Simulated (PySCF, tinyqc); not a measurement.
Worked calculation: RHF in the sto-3g basis, for HF, spin multiplicity 1. The lowest restricted solution is unstable here: a spin-polarised one lies 0.1460 hartree lower (PySCF). One step of it, computed by the program tinyqc.

Problem. Iteration 2: building the Fock matrix. J_ij = sum D_kl (ij|kl), K_ij = sum D_kl (ik|jl); F = H + J - 0.5 K; E = tr D H + tr D J / 2 - 0.25 tr D K + E_nn.

D after iteration 1:
```
            1F 1s      1F 2s    1F 2px    1F 2py     1F 2pz      2H 1s
1F 1s    2.120529  -0.507238  0.000000  0.000000  -0.006720   0.028251
1F 2s   -0.507238   2.135619  0.000000  0.000000   0.018643  -0.153389
1F 2px   0.000000   0.000000  2.000000  0.000000   0.000000   0.000000
1F 2py   0.000000   0.000000  0.000000  2.000000   0.000000   0.000000
1F 2pz  -0.006720   0.018643  0.000000  0.000000   0.693329   0.311526
2H 1s    0.028251  -0.153389  0.000000  0.000000   0.311526   1.263773
```

core Hamiltonian H = T + V (hartree):
```
             1F 1s       1F 2s     1F 2px     1F 2py     1F 2pz      2H 1s
1F 1s   -40.319973   -9.459866   0.000000   0.000000  -0.003934  -0.267834
1F 2s    -9.459866  -10.798171   0.000000   0.000000  -0.049223  -0.716667
1F 2px    0.000000    0.000000  -8.489824   0.000000   0.000000   0.000000
1F 2py    0.000000    0.000000   0.000000  -8.489824   0.000000   0.000000
1F 2pz   -0.003934   -0.049223   0.000000   0.000000  -8.507630  -0.564487
2H 1s    -0.267834   -0.716667   0.000000   0.000000  -0.564487  -3.118499
```

Two-electron integrals (ij|kl) in chemists' order, unique and non-zero (hartree):
```
(11|11) 5.403501   (21|11) 0.841920   (21|21) 0.156299   (22|11) 1.268028
(22|21) 0.292344   (22|22) 0.926167   (31|31) 0.027998   (32|31) 0.043169
(32|32) 0.204588   (33|11) 1.264502   (33|21) 0.292403   (33|22) 0.925959
(33|33) 0.997514   (41|41) 0.027998   (42|41) 0.043169   (42|42) 0.204588
(43|43) 0.053770   (44|11) 1.264502   (44|21) 0.292403   (44|22) 0.925959
(44|33) 0.889973   (44|44) 0.997514   (51|51) 0.027998   (52|51) 0.043169
(52|52) 0.204588   (53|53) 0.053770   (54|54) 0.053770   (55|11) 1.264502
(55|21) 0.292403   (55|22) 0.925959   (55|33) 0.889973   (55|44) 0.889973
(55|55) 0.997514   (61|11) 0.023926   (61|21) 0.004407   (61|22) 0.008199
(61|33) 0.008191   (61|44) 0.008191   (61|51) 0.000169   (61|52) 0.000319
(61|55) 0.008218   (61|61) 0.000125   (62|11) 0.072653   (62|21) 0.017027
(62|22) 0.061875   (62|33) 0.061030   (62|44) 0.061030   (62|51) 0.001131
(62|52) 0.009631   (62|55) 0.063505   (62|61) 0.000487   (62|62) 0.005582
(63|31) 0.001635   (63|32) 0.010316   (63|53) 0.001979   (63|63) 0.000784
(64|41) 0.001635   (64|42) 0.010316   (64|54) 0.001979   (64|64) 0.000784
(65|11) 0.056397   (65|21) 0.013370   (65|22) 0.052121   (65|33) 0.050194
(65|44) 0.050194   (65|51) 0.002304   (65|52) 0.017072   (65|55) 0.055917
(65|61) 0.000393   (65|62) 0.005781   (65|65) 0.006696   (66|11) 0.294645
(66|21) 0.070115   (66|22) 0.294093   (66|33) 0.288549   (66|44) 0.288549
(66|51) 0.003889   (66|52) 0.048114   (66|55) 0.305128   (66|61) 0.002000
(66|62) 0.037343   (66|65) 0.045846   (66|66) 0.774606
```

nuclear repulsion = 2.65473517 hartree

Give: Coulomb J; exchange K; Fock matrix F; total energy of this density.

Solution.

Coulomb J (hartree):
```
          1F 1s   1F 2s  1F 2px  1F 2py  1F 2pz   2H 1s
1F 1s   19.6335  3.7154  0.0000  0.0000  0.0072  0.1049
1F 2s    3.7154  9.1017  0.0000  0.0000  0.0756  0.6065
1F 2px   0.0000  0.0000  9.1320  0.0000  0.0000  0.0000
1F 2py   0.0000  0.0000  0.0000  9.1320  0.0000  0.0000
1F 2pz   0.0072  0.0756  0.0000  0.0000  9.0152  0.5178
2H 1s    0.1049  0.6065  0.0000  0.0000  0.5178  3.5454
```

exchange K (hartree):
```
          1F 1s   1F 2s  1F 2px  1F 2py  1F 2pz   2H 1s
1F 1s   11.0696  1.8892  0.0000  0.0000  0.0008  0.0574
1F 2s    1.8892  2.9680  0.0000  0.0000  0.0422  0.2029
1F 2px   0.0000  0.0000  2.5915  0.0000  0.0000  0.0000
1F 2py   0.0000  0.0000  0.0000  2.5915  0.0000  0.0000
1F 2pz   0.0008  0.0422  0.0000  0.0000  1.3974  0.2152
2H 1s    0.0574  0.2029  0.0000  0.0000  0.2152  1.0158
```

Fock matrix F (hartree):
```
           1F 1s    1F 2s   1F 2px   1F 2py   1F 2pz    2H 1s
1F 1s   -26.2213  -6.6890   0.0000   0.0000   0.0029  -0.1917
1F 2s    -6.6890  -3.1805   0.0000   0.0000   0.0052  -0.2116
1F 2px    0.0000   0.0000  -0.6536   0.0000   0.0000   0.0000
1F 2py    0.0000   0.0000   0.0000  -0.6536   0.0000   0.0000
1F 2pz    0.0029   0.0052   0.0000   0.0000  -0.1911  -0.1543
2H 1s    -0.1917  -0.2116   0.0000   0.0000  -0.1543  -0.0810
```

total energy of this density = -98.051286 hartree

This density is a damped mixture and is not idempotent.
